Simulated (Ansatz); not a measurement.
Input for Ansatz (a program for electronic structure): R-B3LYP/def2-TZVPP on water (SMILES O), atoms moved off the minimum.

Ansatz 0.2 input:
```yaml
crystal:
  periodic: [false, false, false]
  atoms:
    - {symbol: O, position_ang: [-0.01221586, 0.11899666, -0.09236756]}
    - {symbol: H, position_ang: [-0.74191038, -0.46319400, -0.09698541]}
    - {symbol: H, position_ang: [0.74963995, -0.38977212, -0.00065079]}
basis:
  gaussian:
    orbitals: def2-TZVPP
hamiltonian:
  xc: {name: B3LYP}
scf: {lower_state_search: off}
output: {forces: true}
```

The log:

```
WARN ansatz: RAYON_NUM_THREADS=1 ignored (pool sized by the plan → 1); use --threads N
Functional definition: B3LYP
these checks for a lower state are left out or cut short: stability, starts, cluster_reference, orbital_swaps, neighbouring_geometries, increment
integrals: 0.00 GiB planned
269 factors; their error is unknown
mean field: 0.09 GiB planned
mean field evaluation 1: about -2075.9844 eV, gradient 5.5e1 eV
mean field evaluation 2: about -2068.6154 eV, gradient 8.5e1 eV
mean field evaluation 4: about -2080.6930 eV, gradient 2.5e-1 eV
mean field evaluation 8: about -2080.6984 eV, gradient 8.0e-4 eV
mean field -2080.69839648 eV, -76.4642557227 hartree, gradient 4.4e-6 eV, S^2 0.000000; 0 other end points of the search recorded, 0 dependent functions left out
the calculation of the forces begins
reference -2080.69852921 eV, -76.4642606002 hartree; 5, 5 occupied and 54, 54 virtual orbitals, 269 factors
Total energy: -2080.69852921 eV, -76.4642606002 hartree
Atom 0 at    -0.012216     0.118997    -0.092368 Å, force    -0.773958     2.351456    -0.235943 eV/Å
Atom 1 at    -0.741910    -0.463194    -0.096985 Å, force    -1.079747    -0.990233     0.003186 eV/Å
Atom 2 at     0.749640    -0.389772    -0.000651 Å, force     1.853704    -1.361223     0.232756 eV/Å
Dipole moment:     0.013159    -0.391270     0.031349 e Å
Checks for a lower state left out: stability, starts, cluster_reference, orbital_swaps, neighbouring_geometries, increment
```

The calculation finished and met its thresholds.

Cost: roughly 0.27 core-seconds.
